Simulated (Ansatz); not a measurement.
Geometry optimisation, Ansatz 0.2.0, RKS B3LYP-D4/def2-SVP.

Input:

```yaml
crystal:
  periodic: [false, false, false]
  atoms:
    - { symbol: Si, position_ang: [0.103816, 0.063583, 0.079587] }
    - { symbol: H, position_ang: [0.409976, -0.045135, 1.493179] }
    - { symbol: H, position_ang: [1.546571, 0.105339, -0.055834] }
    - { symbol: "N", position_ang: [-0.720223, 1.403225, -0.584468] }
    - { symbol: H, position_ang: [-1.727476, 1.413027, -0.708322] }
    - { symbol: H, position_ang: [-0.28899, 2.313455, -0.694402] }
    - { symbol: Cl, position_ang: [-0.815974, -1.670695, -0.584241] }
basis:
  gaussian: { orbitals: def2-SVP }
hamiltonian:
  xc: b3lyp
  dispersion: d4
relax:
  f_tol: 0.03
  max_steps: 50
output:
  orbitals: {}
```

Command:

```bash
$ ansatz run input.yaml --threads 1 --pin off --max-ram 2048MiB --backend cpu --events-out ev --progress --plain --runs-dir out
```

Problem. Where does it end, and by what steps?

Solution. The forces met the threshold. After 12 steps the energy has fallen by 0.601 eV; H6 moved furthest, 0.75 Å.

```csv
step,energy less start (eV),largest force component (eV/Å),accepted
0,0.0000,1.540,yes
1,-0.4309,0.423,yes
2,-0.4465,0.986,yes
3,-0.4997,0.290,yes
4,-0.5082,0.133,yes
5,-0.5014,0.956,no
6,-0.5217,0.200,yes
7,-0.5333,0.492,yes
8,-0.5670,0.273,yes
9,-0.5936,0.168,yes
10,-0.5679,0.893,no
11,-0.5975,0.120,yes
12,-0.6006,0.017,yes
```

```xyz
7
Properties=species:S:1:pos:R:3
Si 0.152 0.073 0.142
H -0.112 -0.094 1.592
H 1.598 0.183 -0.174
N -0.618 1.514 -0.388
H -1.586 1.696 -0.139
H -0.402 1.895 -1.305
Cl -0.524 -1.685 -0.783
```

Whether the end is a true minimum wasn't checked by a vibrational analysis.

Time of the run: 31 s on 1 thread of Arm Neoverse V2, with other jobs on the host, peak memory 0.14 GiB.
